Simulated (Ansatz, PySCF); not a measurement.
Pair of molecules: CH3NO (SMILES NC=O) (first 6 atoms) with CH3NO (SMILES NC=O); geometry from S22 set.
(charge 0, multiplicity 1):
```json
[
 {"atom": "C", "x (Å)": "-2.0186", "y (Å)": "0.0529", "z (Å)": "0.0000"},
 {"atom": "O", "x (Å)": "-1.4522", "y (Å)": "1.1436", "z (Å)": "0.0000"},
 {"atom": "N", "x (Å)": "-1.4078", "y (Å)": "-1.1425", "z (Å)": "0.0000"},
 {"atom": "H", "x (Å)": "-1.9646", "y (Å)": "-1.9770", "z (Å)": "0.0000"},
 {"atom": "H", "x (Å)": "-0.3872", "y (Å)": "-1.2078", "z (Å)": "0.0000"},
 {"atom": "H", "x (Å)": "-3.1171", "y (Å)": "-0.0137", "z (Å)": "0.0000"},
 {"atom": "C", "x (Å)": "2.0186", "y (Å)": "-0.0529", "z (Å)": "0.0000"},
 {"atom": "O", "x (Å)": "1.4522", "y (Å)": "-1.1436", "z (Å)": "0.0000"},
 {"atom": "N", "x (Å)": "1.4078", "y (Å)": "1.1425", "z (Å)": "0.0000"},
 {"atom": "H", "x (Å)": "1.9646", "y (Å)": "1.9770", "z (Å)": "0.0000"},
 {"atom": "H", "x (Å)": "0.3872", "y (Å)": "1.2078", "z (Å)": "0.0000"},
 {"atom": "H", "x (Å)": "3.1171", "y (Å)": "0.0137", "z (Å)": "0.0000"}
]
```

Monomers are frozen at their geometry in the pair; levels with a basis set take the counterpoise correction. Rows marked so take none.

Cores are frozen in the correlated methods. Rows in 3-21G, 6-31G* carry no dispersion term and start afresh at each structure (6-31G* with six Cartesian d functions).

Codes used: Ansatz (Gaussian orbitals); PySCF for 3-21G rows, 6-31G* rows. 

Question: Estimate the interaction energy that M06-2X/6-31G* (no counterpoise) returns for this input.

Answer: -19.3 kcal/mol

Question: What interaction energy does CCSD(T)/aug-cc-pVDZ give?

Answer: -14.0 kcal/mol

Question: What is the computed interaction energy (HF/3-21G (no counterpoise))?

Answer: -24.0 kcal/mol

Ansatz is a program for electronic structure.
